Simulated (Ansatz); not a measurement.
# Isomers

Structures of Si2H4S, closed shell, relaxed at PBE0-D4/def2-TZVP (vibrations not checked; lower isomers may exist, and structures with a doubtful reference or unclear bonds are left out). Computed with Ansatz 0.2.0 (basis: def2-TZVPP); correlated methods freeze the cores. B3LYP uses VWN-RPA correlation.

Problem. Rank them by CCSD(T) energy, lowest first, and give each one's height above the lowest. Links in brackets join atoms within 1.22 times the sum of their covalent radii (1.1 for two metals). (Judge from chemistry; the value comes from the calculation.)
A.
Si₂H₄S ([SiH3][SiH][S])
```
7
angstrom
Si -0.8375 0.5269 -0.3154
Si 1.0566 -0.6831 0.3466
S 1.8253 -0.6539 2.1359
H -1.8654 -0.4283 -0.8100
H -0.4572 1.4353 -1.4307
H -1.3566 1.3027 0.8355
H 1.6348 -1.4997 -0.7619
```
B.
Si₂H₄S ([SiH2]1[SiH2][S]1)
```
7
angstrom
Si -0.8959 -0.1910 -0.6582
Si 0.8264 0.4142 0.6464
S 0.5102 -1.6389 0.0867
H -2.2755 -0.3264 -0.1351
H -0.8819 0.0021 -2.1273
H 0.6615 0.7057 2.0898
H 2.0552 1.0342 0.0977
```
C.
Si₂H₄S ([SiH]1[SiH2][SH]1)
```
7
angstrom
Si -0.7219 -0.1330 -0.5123
Si 1.1709 0.4628 0.6822
S 0.3004 -1.7763 0.6271
H -2.1313 -0.1647 -0.0404
H -0.6893 -0.5771 -1.9320
H 0.2037 0.6239 1.8518
H 1.0314 -2.2347 -0.4044
```

Solution. Computed: B (0.000 eV), A (0.582 eV), C (1.297 eV). Heights count from the lowest.

Problem. Do PBE-D4, r2SCAN-D4, PBE0-D4, B3LYP-D4, wB97M-V, HF, MP2 give the same order? (A judgement: the text doesn't fix the answer.)

Solution. Computed: All do.

No T1 diagnostic of these runs exceeds 0.018.

For scale, one of the runs: CCSD(T)/def2-TZVPP, 182 basis functions, launched by `ansatz run in.yaml --threads 2 --pin off --events-out ev --progress --plain --max-ram 4352MiB`. The run took 30 s on 2 CPU threads of an Arm Neoverse V1 (shared host), with 1.5 GiB of host memory at its peak.
